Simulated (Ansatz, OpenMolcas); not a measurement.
How methods differ on SiS (SMILES [Si-]#[S+])

SiS: 2 atoms, total charge 0, spin state singlet. As SMILES, `[Si-]#[S+]`. Geometry: the measured bond length.

```jsonl
{"atom": "Si", "x (Å)": "0.0000", "y (Å)": "0.0000", "z (Å)": "0.0000"}
{"atom": "S", "x (Å)": "0.0000", "y (Å)": "0.0000", "z (Å)": "1.9293"}
```

Quantity: the vertical energy of the triplet above the singlet, in eV. The values are calculated.

```csv
level,kind,program,value (eV),less FCI/STO-3G
HF/def2-SVP,Hartree–Fock,Ansatz,2.69,-1.12
"CASPT2(2,2)/STO-3G",multireference,OpenMolcas,3.78,-0.03
"CASSCF(2,2)/STO-3G",multireference,OpenMolcas,2.90,-0.91
"MRCI(2,2)/STO-3G",multireference,OpenMolcas,3.93,+0.12
"FCI/STO-3G, open shells restricted",exact in the basis,OpenMolcas,3.81,0.00
```

FCI/STO-3G, open shells restricted is exact within its basis and frozen core, so for wave-function methods in that basis the difference is their error. The values span 2.69 to 3.93 eV. High-level rows in very small sets aren't better than simpler rows in larger ones.
